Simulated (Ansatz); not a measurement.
For fluorite CeO2, LDA (Ansatz, a first-principles code, plane waves, PAW) gives:

- lattice parameter a: 5.358 Å
- bulk modulus: 206 GPa
- band gap at the measured cell: 1.94 eV
- high-frequency dielectric constant: 7.72
- elastic constant C11: 377 GPa
- elastic constant C44: 67.6 GPa
- Voigt–Reuss–Hill shear modulus: 87.6 GPa

Q: What does r²SCAN (plane waves, PAW; Ansatz) give for the same quantities?

A: 
- lattice constant a: 5.437 Å (increases by 1.5 %)
- bulk modulus: 192 GPa (falls by 6.8 %)
- band gap at the measured cell: 2.25 eV (grows by 0.31 eV)
- high-frequency dielectric constant: 6.94 (decreases by 10 %)
- elastic constant C11: 364 GPa (falls by 3.4 %)
- elastic constant C44: 55.3 GPa (drops by 18 %)
- Voigt–Reuss–Hill shear modulus: 78.3 GPa (shrinks by 11 %)

For comparison: lattice constant a 5.391 Å (measured, 0 K, extrapolated to 0 K; as tabulated in Stimac et al. (2024), arXiv:2411.06536); bulk modulus 220 ± 9 GPa (measured, room temperature, not corrected to a static lattice, sources range from 220 to 230; as tabulated in High Pressure Brillouin Spectroscopy and X-ray Diffraction of Cerium Dioxide …); band gap 3 eV (measured, temperature not stated, not corrected to a static lattice, O 2p to Ce 4f, sources range from 3.00 to 3.20; as tabulated in Tran et al. (2019), arXiv:1908.01820); high-frequency dielectric constant 5.31 (measured, temperature not stated, no zero-point or thermal correction; as tabulated in Toward a consistent prediction of defect chemistry in CeO2 (PMC9835833)); elastic constant C11 403 GPa (measured, temperature not stated, not corrected to a static lattice; as tabulated in Atomistic and experimental study on thermal conductivity of bulk and porous …); elastic constant C44 60 GPa (measured, temperature not stated, not corrected to a static lattice; as tabulated in Atomistic and experimental study on thermal conductivity of bulk and porous …).

Changes are worked out from the printed values.

Unless a cell is named, each level is at its own relaxed cell (LDA 12.82, r²SCAN 13.39 Å³/atom).

Levels without +SOC have no spin–orbit coupling; where heavier elements are present it shifts gaps, mostly down, and can invert bands. Density-functional gaps are differences of (generalised) Kohn–Sham levels.

Ansatz's density-functional and Hartree–Fock values are scalar-relativistic unless marked +SOC, with PAW data made under PBE.
